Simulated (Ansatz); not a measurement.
Results of PBEsol (PAW; Ansatz, an electronic-structure program) for 1T (CdI2-type) PtSe2.

Settings: plane-wave cutoff 520 eV, 12×12×8 k mesh (along the axes of the cell as run), Fermi–Dirac smearing 0.01 eV, scalar-relativistic PAW data made under PBE.

Computed at the level's own relaxed cell.

Question: Estimate the volume per atom, bulk modulus, equilibrium lattice constant a and c axis length that the calculation returns.

Answer: 
- volume per atom: 19.83 Å³/atom
- bulk modulus: 46.6 GPa
- equilibrium lattice constant a: 3.760 Å
- c axis length: 4.859 Å

The run finds no gap.

Measured, for comparison: lattice constant a 3.727 Å (temperature not stated, no zero-point or thermal correction; as tabulated in Björkman (2014), arXiv:1406.2436); lattice parameter c 5.074 Å (temperature not stated, zero-point anharmonic expansion removed (computed with revB86b-DF2); no thermal correction; as tabulated in Björkman (2014), arXiv:1406.2436). Computed (rounded) less measured: lattice constant a +0.9 %, lattice parameter c -4.2 %.

Note: the cell comes from a level without a dispersion term, which matters for the spacing of layers, chains or molecules; the bulk modulus comes from volumes at which shape and atoms were relaxed.

Spin–orbit coupling is not included; it can open a gap where bands touch, and shift volumes and moduli.

Computed values are for the static lattice.
